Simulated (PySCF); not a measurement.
HSN at several levels of theory

All levels use the PBE0 minimum (singlet; S–H 1.417 Å, S–N 1.488 Å; H–S–N 109.8°), basis [S def2-TZVP, N def2-TZVP, H def2-TZVP], no relativity, density fitting, no spin–orbit coupling, PySCF. For vertical energies the ionised species is a doublet (spins chosen at PBE0 and kept) and the electron-attached one a doublet. Atomisation goes to high-spin ground-configuration atoms, without zero-point energy. Open shells are unrestricted, also as the reference of the correlated levels. A dash marks a value that was not computed or is not defined at that level.

```json
{"level": "PBE0", "atomisation (kJ/mol)": "657", "vertical IP (eV)": "9.54", "vertical EA (eV)": "0.79", "−ε(HOMO) (eV)": "6.96", "gap (eV)": "3.74", "dipole (D)": "2.70"}
{"level": "HF", "atomisation (kJ/mol)": "222", "vertical IP (eV)": "8.21", "vertical EA (eV)": "0.32", "−ε(HOMO) (eV)": "10.56", "gap (eV)": "11.82", "dipole (D)": "2.72"}
{"level": "MP2", "atomisation (kJ/mol)": "609", "vertical IP (eV)": "10.15", "vertical EA (eV)": "0.43", "−ε(HOMO) (eV)": "–", "gap (eV)": "–", "dipole (D)": "–"}
{"level": "PBE", "atomisation (kJ/mol)": "726", "vertical IP (eV)": "9.52", "vertical EA (eV)": "0.65", "−ε(HOMO) (eV)": "5.56", "gap (eV)": "1.19", "dipole (D)": "2.59"}
{"level": "CCSD(T)", "atomisation (kJ/mol)": "?", "vertical IP (eV)": "?", "vertical EA (eV)": "?", "−ε(HOMO) (eV)": "–", "gap (eV)": "–", "dipole (D)": "–"}
{"level": "r2SCAN", "atomisation (kJ/mol)": "659", "vertical IP (eV)": "9.48", "vertical EA (eV)": "0.84", "−ε(HOMO) (eV)": "5.85", "gap (eV)": "1.61", "dipole (D)": "2.63"}
{"level": "B3LYP", "atomisation (kJ/mol)": "669", "vertical IP (eV)": "9.63", "vertical EA (eV)": "0.76", "−ε(HOMO) (eV)": "6.76", "gap (eV)": "3.30", "dipole (D)": "2.71"}
{"level": "TPSSh", "atomisation (kJ/mol)": "?", "vertical IP (eV)": "?", "vertical EA (eV)": "?", "−ε(HOMO) (eV)": "?", "gap (eV)": "?", "dipole (D)": "?"}
{"level": "wB97X", "atomisation (kJ/mol)": "654", "vertical IP (eV)": "9.59", "vertical EA (eV)": "0.75", "−ε(HOMO) (eV)": "9.37", "gap (eV)": "8.53", "dipole (D)": "2.80"}
{"level": "TPSS", "atomisation (kJ/mol)": "690", "vertical IP (eV)": "9.49", "vertical EA (eV)": "0.67", "−ε(HOMO) (eV)": "5.71", "gap (eV)": "1.47", "dipole (D)": "2.56"}
```

(1) Fill in the row of CCSD(T).

(2) Fill in the row of TPSSh.

## Answers

(1) atomisation (kJ/mol) 609, vertical IP (eV) 9.50, vertical EA (eV) 0.37.

(2) atomisation (kJ/mol) 666, vertical IP (eV) 9.50, vertical EA (eV) 0.72, −ε(HOMO) (eV) 6.26, gap (eV) 2.47, dipole (D) 2.61.

For HSN itself CCSD(T) correlates 12 electrons; T1 = 0.032, D1 = 0.086, (T) = -54 kJ/mol. T1 is large, so the single-reference value is itself in doubt.

Spin contamination in at least one species weakens the values at: HF, MP2, CCSD(T).

Without diffuse functions attachment energies tend to come out too low.
